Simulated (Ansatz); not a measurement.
## Ansatz (development build ahead of 0.2.0) run

```yaml
crystal:
  periodic: [false, false, false]
  atoms:
    - { symbol: Na, position_ang: [0.0, 0.0, 0.0] }
    - { symbol: Cl, position_ang: [1.29415, 1.72554, 3.7359] }
basis:
  gaussian: { orbitals: STO-3G }
hamiltonian:
  xc: hf
correlation:
  method: fci
  frozen_orbitals: { Cl: 5, Na: 1 }
```

The input is written out in the form of the current development build from the run's settings.

Output:

```
Converged    : yes
Total energy : -614.42859 hartree
State        : lowest singlet root, of any spatial symmetry
```
